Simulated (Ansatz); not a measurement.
# SiP (quartet): PBE, r2SCAN, PBE0, B3LYP, CAM-B3LYP, wB97M-V over vertical spin and charge gaps, 6-31G, part 2 of 2

Ansatz 0.2.0, Gaussian basis; 6-31G, all electrons in the functionals. The steps go on from the part before.

### Step 18. B3LYP, charge 0, doublet

in.yaml reads:

```yaml
crystal:
  periodic: [false, false, false]
  atoms:
    - {symbol: Si, position_ang: [0.000000, 0.000000, 0.000000]}
    - {symbol: P, position_ang: [0.000000, 0.000000, 2.343000]}
basis:
  gaussian: {orbitals: 6-31G}
magnetization: {spin_polarized: true, initial_magnetization: 1}
hamiltonian: {xc: {name: B3LYP}}
```

The run is started by

```bash
ansatz run in.yaml --threads 1 --pin off --events-out ev --progress --plain --max-ram 2393MiB
```

Log, shortened:

```text
Functional definition: B3LYP
  name "B3LYP"
  cite "Stephens, Devlin, Chabalowski & Frisch, J. Phys. Chem. 98, 11623 (1994) doi:10.1021/j100096a001"
  cite "Becke, Phys. Rev. A 38, 3098 (1988) doi:10.1103/PhysRevA.38.3098"
  cite "Lee, Yang & Parr, Phys. Rev. B 37, 785 (1988) doi:10.1103/PhysRevB.37.785"
  cite "Vosko, Wilk & Nusair, Can. J. Phys. 58, 1200 (1980) doi:10.1139/p80-159"
[...]
280 factors; integrals over basis functions are off by at most 1.5e-4 eV
[...]
mean field -17162.79692207 eV, -630.7211535245 hartree, gradient 2.2e-5 eV, S^2 0.784919; 10 other end points of the search recorded, 0 dependent functions left out
reference -17162.79709532 eV, -630.7211598914 hartree; 15, 14 occupied and 11, 12 virtual orbitals, 280 factors
Total energy: -17162.79709532 eV, -630.7211598914 hartree
```

It took 2 s on 1 thread of Intel Xeon Platinum 8259CL at 2.50GHz, shared host.

From the report: ⟨S²⟩ of the determinant 0.785 (pure doublet: 0.75).

From charge 0, quartet: -32.2 kcal/mol.

### Step 19. B3LYP, charge 0, sextet

in.yaml: that of step 18 with these lines changed.

```diff
@@ -7,3 +7,3 @@
   gaussian: {orbitals: 6-31G}
-magnetization: {spin_polarized: true, initial_magnetization: 1}
+magnetization: {spin_polarized: true, initial_magnetization: 5}
 hamiltonian: {xc: {name: B3LYP}}
```

Launched as before.

Log, shortened:

```text
Functional definition: B3LYP
  name "B3LYP"
  cite "Stephens, Devlin, Chabalowski & Frisch, J. Phys. Chem. 98, 11623 (1994) doi:10.1021/j100096a001"
  cite "Becke, Phys. Rev. A 38, 3098 (1988) doi:10.1103/PhysRevA.38.3098"
  cite "Lee, Yang & Parr, Phys. Rev. B 37, 785 (1988) doi:10.1103/PhysRevB.37.785"
  cite "Vosko, Wilk & Nusair, Can. J. Phys. 58, 1200 (1980) doi:10.1139/p80-159"
[...]
280 factors; integrals over basis functions are off by at most 1.5e-4 eV
[...]
mean field -17159.82055391 eV, -630.6117740121 hartree, gradient 2.2e-5 eV, S^2 8.752398; 0 other end points of the search recorded, 0 dependent functions left out
reference -17159.82073716 eV, -630.6117807465 hartree; 17, 12 occupied and 9, 14 virtual orbitals, 280 factors
Total energy: -17159.82073716 eV, -630.6117807465 hartree
```

It took 0.66 s on 1 thread of Intel Xeon Platinum 8259CL at 2.50GHz, shared host.

From the report: ⟨S²⟩ of the determinant 8.752 (pure sextet: 8.75).

From charge 0, quartet: +36.5 kcal/mol.

### Step 20. B3LYP, charge 1, triplet

in.yaml: that of step 19 with these lines changed.

```diff
@@ -7,3 +7,4 @@
   gaussian: {orbitals: 6-31G}
-magnetization: {spin_polarized: true, initial_magnetization: 5}
+total_charge: 1
+magnetization: {spin_polarized: true, initial_magnetization: 2}
 hamiltonian: {xc: {name: B3LYP}}
```

Same command.

Log, shortened:

```text
Functional definition: B3LYP
  name "B3LYP"
  cite "Stephens, Devlin, Chabalowski & Frisch, J. Phys. Chem. 98, 11623 (1994) doi:10.1021/j100096a001"
  cite "Becke, Phys. Rev. A 38, 3098 (1988) doi:10.1103/PhysRevA.38.3098"
  cite "Lee, Yang & Parr, Phys. Rev. B 37, 785 (1988) doi:10.1103/PhysRevB.37.785"
  cite "Vosko, Wilk & Nusair, Can. J. Phys. 58, 1200 (1980) doi:10.1139/p80-159"
[...]
280 factors; integrals over basis functions are off by at most 1.5e-4 eV
[...]
mean field -17154.19383614 eV, -630.4049959478 hartree, gradient 1.8e-5 eV, S^2 2.002647; 1 other end points of the search recorded, 0 dependent functions left out
reference -17154.19401253 eV, -630.4050024300 hartree; 15, 13 occupied and 11, 13 virtual orbitals, 280 factors
Total energy: -17154.19401253 eV, -630.4050024300 hartree
```

It took 0.72 s on 1 thread of Intel Xeon Platinum 8259CL at 2.50GHz, shared host.

From the report: ⟨S²⟩ of the determinant 2.003 (pure triplet: 2.00).

From charge 0, quartet: +166.2 kcal/mol.

### Step 21. B3LYP, charge 1, quintet

in.yaml: that of step 20 with these lines changed.

```diff
@@ -8,3 +8,3 @@
 total_charge: 1
-magnetization: {spin_polarized: true, initial_magnetization: 2}
+magnetization: {spin_polarized: true, initial_magnetization: 4}
 hamiltonian: {xc: {name: B3LYP}}
```

The command is unchanged.

Log, shortened:

```text
Functional definition: B3LYP
  name "B3LYP"
  cite "Stephens, Devlin, Chabalowski & Frisch, J. Phys. Chem. 98, 11623 (1994) doi:10.1021/j100096a001"
  cite "Becke, Phys. Rev. A 38, 3098 (1988) doi:10.1103/PhysRevA.38.3098"
  cite "Lee, Yang & Parr, Phys. Rev. B 37, 785 (1988) doi:10.1103/PhysRevB.37.785"
  cite "Vosko, Wilk & Nusair, Can. J. Phys. 58, 1200 (1980) doi:10.1139/p80-159"
[...]
280 factors; integrals over basis functions are off by at most 1.5e-4 eV
[...]
mean field -17152.59845255 eV, -630.3463666825 hartree, gradient 4.0e-5 eV, S^2 6.003308; 1 other end points of the search recorded, 0 dependent functions left out
reference -17152.59862990 eV, -630.3463731999 hartree; 16, 12 occupied and 10, 14 virtual orbitals, 280 factors
Total energy: -17152.59862990 eV, -630.3463731999 hartree
```

It took 0.93 s on 1 thread of Intel Xeon Platinum 8259CL at 2.50GHz, shared host.

From the report: ⟨S²⟩ of the determinant 6.003 (pure quintet: 6.00).

From charge 0, quartet: +203.0 kcal/mol.

### Step 22. CAM-B3LYP, charge 0, quartet

in.yaml reads:

```yaml
crystal:
  periodic: [false, false, false]
  atoms:
    - {symbol: Si, position_ang: [0.000000, 0.000000, 0.000000]}
    - {symbol: P, position_ang: [0.000000, 0.000000, 2.343000]}
basis:
  gaussian: {orbitals: 6-31G}
magnetization: {spin_polarized: true, initial_magnetization: 3}
hamiltonian: {xc: {name: CAM-B3LYP}}
```

Same command.

Log, shortened:

```text
Functional definition: CAM-B3LYP
  name "CAM-B3LYP"
  cite "Yanai, Tew & Handy, Chem. Phys. Lett. 393, 51 (2004) doi:10.1016/j.cplett.2004.06.011"
  cite "Iikura, Tsuneda, Yanai & Hirao, J. Chem. Phys. 115, 3540 (2001) doi:10.1063/1.1383587"
  cite "Becke, Phys. Rev. A 38, 3098 (1988) doi:10.1103/PhysRevA.38.3098"
  cite "Lee, Yang & Parr, Phys. Rev. B 37, 785 (1988) doi:10.1103/PhysRevB.37.785"
[...]
280 factors; integrals over basis functions are off by at most 1.5e-4 eV
124 factors; integrals over basis functions are off by at most 8.2e-6 eV
[...]
mean field -17160.54740295 eV, -630.6384852215 hartree, gradient 4.2e-6 eV, S^2 3.753837; 2 other end points of the search recorded, 0 dependent functions left out
reference -17160.54749142 eV, -630.6384884728 hartree; 16, 13 occupied and 10, 13 virtual orbitals, 280 factors
Total energy: -17160.54749142 eV, -630.6384884728 hartree
```

It took 1 s on 1 thread of Intel Xeon Platinum 8259CL at 2.50GHz, shared host.

From the report: ⟨S²⟩ of the determinant 3.754 (pure quartet: 3.75).

### Step 23. CAM-B3LYP, charge 0, doublet

in.yaml: that of step 22 with these lines changed.

```diff
@@ -7,3 +7,3 @@
   gaussian: {orbitals: 6-31G}
-magnetization: {spin_polarized: true, initial_magnetization: 3}
+magnetization: {spin_polarized: true, initial_magnetization: 1}
 hamiltonian: {xc: {name: CAM-B3LYP}}
```

The command is unchanged.

Log, shortened:

```text
Functional definition: CAM-B3LYP
  name "CAM-B3LYP"
  cite "Yanai, Tew & Handy, Chem. Phys. Lett. 393, 51 (2004) doi:10.1016/j.cplett.2004.06.011"
  cite "Iikura, Tsuneda, Yanai & Hirao, J. Chem. Phys. 115, 3540 (2001) doi:10.1063/1.1383587"
  cite "Becke, Phys. Rev. A 38, 3098 (1988) doi:10.1103/PhysRevA.38.3098"
  cite "Lee, Yang & Parr, Phys. Rev. B 37, 785 (1988) doi:10.1103/PhysRevB.37.785"
[...]
280 factors; integrals over basis functions are off by at most 1.5e-4 eV
124 factors; integrals over basis functions are off by at most 8.2e-6 eV
[...]
mean field -17161.69005172 eV, -630.6804767895 hartree, gradient 1.6e-5 eV, S^2 0.981042; 3 other end points of the search recorded, 0 dependent functions left out
reference -17161.69013727 eV, -630.6804799334 hartree; 15, 14 occupied and 11, 12 virtual orbitals, 280 factors
Total energy: -17161.69013727 eV, -630.6804799334 hartree
```

Wall time 1.4 s (1 thread of Intel Xeon Platinum 8259CL at 2.50GHz, shared host).

From the report: ⟨S²⟩ of the determinant 0.981 (pure doublet: 0.75).

From charge 0, quartet: -26.4 kcal/mol.

### Step 24. wB97M-V, charge 0, quartet

in.yaml reads:

```yaml
crystal:
  periodic: [false, false, false]
  atoms:
    - {symbol: Si, position_ang: [0.000000, 0.000000, 0.000000]}
    - {symbol: P, position_ang: [0.000000, 0.000000, 2.343000]}
basis:
  gaussian: {orbitals: 6-31G}
magnetization: {spin_polarized: true, initial_magnetization: 3}
hamiltonian: {xc: {name: wB97M-V}}
output: {orbitals: {seedname: orbitals}}
```

The command is unchanged.

Log, shortened:

```text
Functional definition: wB97M-V
  name "wB97M-V"
  cite "Mardirossian & Head-Gordon, J. Chem. Phys. 144, 214110 (2016) doi:10.1063/1.4952647"
  cite "Becke, J. Chem. Phys. 107, 8554 (1997) doi:10.1063/1.475007"
  cite "Vydrov & Van Voorhis, J. Chem. Phys. 133, 244103 (2010) doi:10.1063/1.3521275"
  # Of w^i u^j: cxij and so on, Table III.
[...]
  gx(w, u) = 1 - cx + cx01*u + cx10*w
[...]
280 factors; integrals over basis functions are off by at most 1.5e-4 eV
118 factors; integrals over basis functions are off by at most 5.6e-6 eV
[...]
mean field -17159.28665694 eV, -630.5921536602 hartree, gradient 1.5e-5 eV, S^2 3.751969; 2 other end points of the search recorded, 0 dependent functions left out
reference -17159.28668529 eV, -630.5921547022 hartree; 16, 13 occupied and 10, 13 virtual orbitals, 280 factors
Total energy: -17159.28668529 eV, -630.5921547022 hartree
```

Wall time 3.3 s (1 thread of Intel Xeon Platinum 8259CL at 2.50GHz, shared host).

From the report: ⟨S²⟩ of the determinant 3.752 (pure quartet: 3.75).

### Step 25. wB97M-V, charge 0, doublet

in.yaml reads:

```yaml
crystal:
  periodic: [false, false, false]
  atoms:
    - {symbol: Si, position_ang: [0.000000, 0.000000, 0.000000]}
    - {symbol: P, position_ang: [0.000000, 0.000000, 2.343000]}
basis:
  gaussian: {orbitals: 6-31G}
magnetization: {spin_polarized: true, initial_magnetization: 1}
hamiltonian: {xc: {name: wB97M-V}}
output: {forces: true, orbitals: {seedname: orbitals}}
```

The command is unchanged.

Log:

```text
Functional definition: wB97M-V
  name "wB97M-V"
  cite "Mardirossian & Head-Gordon, J. Chem. Phys. 144, 214110 (2016) doi:10.1063/1.4952647"
  cite "Becke, J. Chem. Phys. 107, 8554 (1997) doi:10.1063/1.475007"
  cite "Vydrov & Van Voorhis, J. Chem. Phys. 133, 244103 (2010) doi:10.1063/1.3521275"
  # Of w^i u^j: cxij and so on, Table III.
  parameter omega = 0.3/bohr
  parameter cx = 0.15
  parameter cx01 = 1.007
  parameter cx10 = 0.259
  parameter css00 = 0.443
  parameter css04 = -1.437
  parameter css10 = -4.535
  parameter css20 = -3.390
  parameter css43 = 4.278
  parameter cos00 = 1.000
  parameter cos10 = 1.358
  parameter cos20 = 2.924
  parameter cos21 = -8.812
  parameter cos60 = -1.390
  parameter cos61 = 9.142
  parameter b = 6.0
  parameter c = 0.01
  gx(w, u) = 1 - cx + cx01*u + cx10*w
  gss(w, u) = css00 + css04*u^4 + css10*w + css20*w^2 + css43*w^4*u^3
  gos(w, u) = cos00 + cos10*w + (cos20 + cos21*u)*w^2 + (cos60 + cos61*u)*w^6
  exchange = spin_sum(e_x_unif_sr(omega)*gx(b97_w, b97_u_x)) + cx*exact_x_sr(omega) + exact_x_lr(omega)
  correlation = spin_sum(e_c_pw_mod_same_spin*gss(b97_w, b97_u_same))
      + integral(e_c_pw_mod_opposite_spin*gos(b97_w_opposite, b97_u_opposite)) + vv10(b, c)
280 factors; integrals over basis functions are off by at most 1.5e-4 eV
118 factors; integrals over basis functions are off by at most 5.6e-6 eV
mean field evaluation 1: about -17159.3228 eV, gradient 1.1e1 eV
mean field evaluation 2: about -17157.6106 eV, gradient 1.9e1 eV
mean field evaluation 4: about -17160.5664 eV, gradient 2.3e-1 eV
mean field evaluation 8: about -17160.5754 eV, gradient 1.0e-1 eV
mean field evaluation 16: about -17160.5809 eV, gradient 3.7e-3 eV
mean field evaluation 32: about -17159.7645 eV, gradient 3.0e0 eV
mean field -17160.58087989 eV, -630.6397154763 hartree, gradient 1.3e-6 eV, S^2 0.821713; 3 other end points of the search recorded, 0 dependent functions left out
the calculation of the forces begins
reference -17160.58090890 eV, -630.6397165427 hartree; 15, 14 occupied and 11, 12 virtual orbitals, 280 factors
Total energy: -17160.58090890 eV, -630.6397165427 hartree
Atom 0 at     0.000000     0.000000     0.000000 Å, force     0.000000     0.000000     2.468070 eV/Å
Atom 1 at     0.000000     0.000000     2.343000 Å, force     0.000000    -0.000000    -2.468070 eV/Å
Dipole moment:    -0.000000    -0.000000    -0.393898 e Å
```

Run time: 6 s. Hardware: 1 thread of Intel Xeon Platinum 8259CL at 2.50GHz, shared host.

From the report: ⟨S²⟩ of the determinant 0.822 (pure doublet: 0.75).

From charge 0, quartet: -29.8 kcal/mol.

### Step 26. wB97M-V, charge 0, sextet

in.yaml: that of step 25 with these lines changed.

```diff
@@ -7,3 +7,3 @@
   gaussian: {orbitals: 6-31G}
-magnetization: {spin_polarized: true, initial_magnetization: 1}
+magnetization: {spin_polarized: true, initial_magnetization: 5}
 hamiltonian: {xc: {name: wB97M-V}}
```

Same command.

Log:

```text
Functional definition: wB97M-V
  name "wB97M-V"
  cite "Mardirossian & Head-Gordon, J. Chem. Phys. 144, 214110 (2016) doi:10.1063/1.4952647"
  cite "Becke, J. Chem. Phys. 107, 8554 (1997) doi:10.1063/1.475007"
  cite "Vydrov & Van Voorhis, J. Chem. Phys. 133, 244103 (2010) doi:10.1063/1.3521275"
  # Of w^i u^j: cxij and so on, Table III.
  parameter omega = 0.3/bohr
  parameter cx = 0.15
  parameter cx01 = 1.007
  parameter cx10 = 0.259
  parameter css00 = 0.443
  parameter css04 = -1.437
  parameter css10 = -4.535
  parameter css20 = -3.390
  parameter css43 = 4.278
  parameter cos00 = 1.000
  parameter cos10 = 1.358
  parameter cos20 = 2.924
  parameter cos21 = -8.812
  parameter cos60 = -1.390
  parameter cos61 = 9.142
  parameter b = 6.0
  parameter c = 0.01
  gx(w, u) = 1 - cx + cx01*u + cx10*w
  gss(w, u) = css00 + css04*u^4 + css10*w + css20*w^2 + css43*w^4*u^3
  gos(w, u) = cos00 + cos10*w + (cos20 + cos21*u)*w^2 + (cos60 + cos61*u)*w^6
  exchange = spin_sum(e_x_unif_sr(omega)*gx(b97_w, b97_u_x)) + cx*exact_x_sr(omega) + exact_x_lr(omega)
  correlation = spin_sum(e_c_pw_mod_same_spin*gss(b97_w, b97_u_same))
      + integral(e_c_pw_mod_opposite_spin*gos(b97_w_opposite, b97_u_opposite)) + vv10(b, c)
280 factors; integrals over basis functions are off by at most 1.5e-4 eV
118 factors; integrals over basis functions are off by at most 5.6e-6 eV
mean field evaluation 1: about -17157.4894 eV, gradient 4.2e0 eV
mean field evaluation 2: about -17157.7109 eV, gradient 1.7e0 eV
mean field evaluation 4: about -17157.7463 eV, gradient 2.1e-1 eV
mean field evaluation 8: about -17157.7496 eV, gradient 5.2e-3 eV
mean field -17157.74956207 eV, -630.5356664657 hartree, gradient 1.5e-5 eV, S^2 8.755825; 0 other end points of the search recorded, 0 dependent functions left out
the calculation of the forces begins
reference -17157.74958923 eV, -630.5356674639 hartree; 17, 12 occupied and 9, 14 virtual orbitals, 280 factors
Total energy: -17157.74958923 eV, -630.5356674639 hartree
Atom 0 at     0.000000     0.000000     0.000000 Å, force     0.000000     0.000000    -2.431911 eV/Å
Atom 1 at     0.000000     0.000000     2.343000 Å, force     0.000000    -0.000000     2.431911 eV/Å
Dipole moment:    -0.000000    -0.000000     0.285718 e Å
```

Wall time 3 s (1 thread of Intel Xeon Platinum 8259CL at 2.50GHz, shared host).

From the report: ⟨S²⟩ of the determinant 8.756 (pure sextet: 8.75).

From charge 0, quartet: +35.4 kcal/mol.

### Step 27. wB97M-V, charge 1, triplet

in.yaml: that of step 26 with these lines changed.

```diff
@@ -7,3 +7,4 @@
   gaussian: {orbitals: 6-31G}
-magnetization: {spin_polarized: true, initial_magnetization: 5}
+total_charge: 1
+magnetization: {spin_polarized: true, initial_magnetization: 2}
 hamiltonian: {xc: {name: wB97M-V}}
```

Launched as before.

Log:

```text
Functional definition: wB97M-V
  name "wB97M-V"
  cite "Mardirossian & Head-Gordon, J. Chem. Phys. 144, 214110 (2016) doi:10.1063/1.4952647"
  cite "Becke, J. Chem. Phys. 107, 8554 (1997) doi:10.1063/1.475007"
  cite "Vydrov & Van Voorhis, J. Chem. Phys. 133, 244103 (2010) doi:10.1063/1.3521275"
  # Of w^i u^j: cxij and so on, Table III.
  parameter omega = 0.3/bohr
  parameter cx = 0.15
  parameter cx01 = 1.007
  parameter cx10 = 0.259
  parameter css00 = 0.443
  parameter css04 = -1.437
  parameter css10 = -4.535
  parameter css20 = -3.390
  parameter css43 = 4.278
  parameter cos00 = 1.000
  parameter cos10 = 1.358
  parameter cos20 = 2.924
  parameter cos21 = -8.812
  parameter cos60 = -1.390
  parameter cos61 = 9.142
  parameter b = 6.0
  parameter c = 0.01
  gx(w, u) = 1 - cx + cx01*u + cx10*w
  gss(w, u) = css00 + css04*u^4 + css10*w + css20*w^2 + css43*w^4*u^3
  gos(w, u) = cos00 + cos10*w + (cos20 + cos21*u)*w^2 + (cos60 + cos61*u)*w^6
  exchange = spin_sum(e_x_unif_sr(omega)*gx(b97_w, b97_u_x)) + cx*exact_x_sr(omega) + exact_x_lr(omega)
  correlation = spin_sum(e_c_pw_mod_same_spin*gss(b97_w, b97_u_same))
      + integral(e_c_pw_mod_opposite_spin*gos(b97_w_opposite, b97_u_opposite)) + vv10(b, c)
280 factors; integrals over basis functions are off by at most 1.5e-4 eV
118 factors; integrals over basis functions are off by at most 5.6e-6 eV
mean field evaluation 1: about -17148.2340 eV, gradient 1.7e1 eV
mean field evaluation 2: about -17141.8211 eV, gradient 3.3e1 eV
mean field evaluation 4: about -17151.5092 eV, gradient 4.2e-1 eV
mean field evaluation 8: about -17151.5303 eV, gradient 1.9e-1 eV
mean field evaluation 16: about -17151.5525 eV, gradient 2.1e-2 eV
mean field evaluation 32: about -17152.1962 eV, gradient 4.3e-2 eV
mean field -17152.19402398 eV, -630.3315042067 hartree, gradient 2.0e-5 eV, S^2 2.003635; 2 other end points of the search recorded, 0 dependent functions left out
the calculation of the forces begins
reference -17152.19405510 eV, -630.3315053502 hartree; 15, 13 occupied and 11, 13 virtual orbitals, 280 factors
Total energy: -17152.19405510 eV, -630.3315053502 hartree
Atom 0 at     0.000000     0.000000     0.000000 Å, force     0.000000     0.000000     0.125835 eV/Å
Atom 1 at     0.000000     0.000000     2.343000 Å, force     0.000000    -0.000000    -0.125835 eV/Å
Dipole moment:    -0.000000    -0.000000    -0.547306 e Å
```

It took 6.5 s on 1 thread of Intel Xeon Platinum 8259CL at 2.50GHz, shared host.

From the report: ⟨S²⟩ of the determinant 2.004 (pure triplet: 2.00).

From charge 0, quartet: +163.6 kcal/mol.

### Step 28. wB97M-V, charge 1, quintet

in.yaml: that of step 27 with these lines changed.

```diff
@@ -8,4 +8,4 @@
 total_charge: 1
-magnetization: {spin_polarized: true, initial_magnetization: 2}
+magnetization: {spin_polarized: true, initial_magnetization: 4}
 hamiltonian: {xc: {name: wB97M-V}}
-output: {forces: true, orbitals: {seedname: orbitals}}
+output: {orbitals: {seedname: orbitals}}
```

The command is unchanged.

Log, shortened:

```text
Functional definition: wB97M-V
  name "wB97M-V"
  cite "Mardirossian & Head-Gordon, J. Chem. Phys. 144, 214110 (2016) doi:10.1063/1.4952647"
  cite "Becke, J. Chem. Phys. 107, 8554 (1997) doi:10.1063/1.475007"
  cite "Vydrov & Van Voorhis, J. Chem. Phys. 133, 244103 (2010) doi:10.1063/1.3521275"
  # Of w^i u^j: cxij and so on, Table III.
[...]
  gx(w, u) = 1 - cx + cx01*u + cx10*w
[...]
280 factors; integrals over basis functions are off by at most 1.5e-4 eV
118 factors; integrals over basis functions are off by at most 5.6e-6 eV
[...]
mean field -17150.63808030 eV, -630.2743243310 hartree, gradient 6.8e-5 eV, S^2 6.007054; 0 other end points of the search recorded, 0 dependent functions left out
reference -17150.63811067 eV, -630.2743254471 hartree; 16, 12 occupied and 10, 14 virtual orbitals, 280 factors
Total energy: -17150.63811067 eV, -630.2743254471 hartree
```

Run time: 2.7 s. Hardware: 1 thread of Intel Xeon Platinum 8259CL at 2.50GHz, shared host.

From the report: ⟨S²⟩ of the determinant 6.007 (pure quintet: 6.00).

From charge 0, quartet: +199.4 kcal/mol.

### Step 29. Against the wave-function levels

The yardstick is full CI for this spin, exact in this basis with these frozen cores. It and the other wave-function rows come from earlier runs at the same points. Energies in kcal/mol, counted from charge 0, quartet; blanks weren't run or aren't comparable.

| level | quartet to doublet | quartet to sextet | ionisation to the triplet cation | ionisation to the quintet cation |
| --- | --- | --- | --- | --- |
| FCI | -27.0 | 29.7 | 160.8 | 188.1 |
| PBE | -35.4 | 33.7 | 164.8 | 201.9 |
| r2SCAN | -32.5 | 27.5 | 169.4 | 201.0 |
| PBE0 | -28.3 | 30.3 | 170.0 | 201.7 |
| B3LYP | -32.2 | 36.5 | 166.2 | 203.0 |
| CAM-B3LYP | -26.4 |  |  |  |
| wB97M-V | -29.8 | 35.4 | 163.6 | 199.4 |
| UHF | -16.3 | 10.8 | 164.4 | 173.6 |
| UMP2 | -21.6 | 19.5 | 157.9 | 180.9 |
| CASSCF valence | -27.9 | 27.9 | 154.3 | 180.4 |
| NEVPT2 valence | -27.5 | 29.3 | 158.4 | 185.6 |
| MRCISD+Q valence | -27.2 | 29.5 | 160.6 | 187.9 |

Largest miss and mean time a point (FCI took 21 s a point; shared hosts):

| level | largest miss (kcal/mol) | where | time a point |
| --- | --- | --- | --- |
| PBE | +13.8 | ionisation to the quintet cation | 1.7 s |
| r2SCAN | +13.0 | ionisation to the quintet cation | 3.6 s |
| PBE0 | +13.6 | ionisation to the quintet cation | 1.1 s |
| B3LYP | +14.9 | ionisation to the quintet cation | 1.2 s |
| CAM-B3LYP | +0.6 | quartet to doublet | 1.2 s |
| wB97M-V | +11.4 | ionisation to the quintet cation | 4.3 s |
| UHF | -18.9 | quartet to sextet |  |
| UMP2 | -10.2 | quartet to sextet |  |
| CASSCF valence | -7.6 | ionisation to the quintet cation |  |
| NEVPT2 valence | -2.5 | ionisation to the quintet cation | 2 s |
| MRCISD+Q valence | -0.2 | ionisation to the triplet cation | 3 s |

### Step 30. What came out

The summary covers parts 1 to 2.

| quantity | value |
| --- | --- |
| quartet to doublet, FCI | -27.0 kcal/mol |
| quartet to sextet, FCI | 29.7 kcal/mol |
| ionisation to the triplet cation, FCI | 160.8 kcal/mol |
| ionisation to the quintet cation, FCI | 188.1 kcal/mol |
| largest miss, PBE | +13.8 kcal/mol (ionisation to the quintet cation) |
| largest miss, r2SCAN | +13.0 kcal/mol (ionisation to the quintet cation) |
| largest miss, PBE0 | +13.6 kcal/mol (ionisation to the quintet cation) |
| largest miss, B3LYP | +14.9 kcal/mol (ionisation to the quintet cation) |
| largest miss, CAM-B3LYP | +0.6 kcal/mol (quartet to doublet) |
| largest miss, wB97M-V | +11.4 kcal/mol (ionisation to the quintet cation) |

What this shows: Misses are known at 4 of 4 points at best, and only functionals with that many are ranked. Of the functionals, wB97M-V keep the smallest largest miss at the points compared (at most 11.4 kcal/mol) and B3LYP strays most (14.9 kcal/mol, at ionisation to the quintet cation). Functionals and the yardstick converge differently with the basis, so part of each miss in 6-31G is the basis.
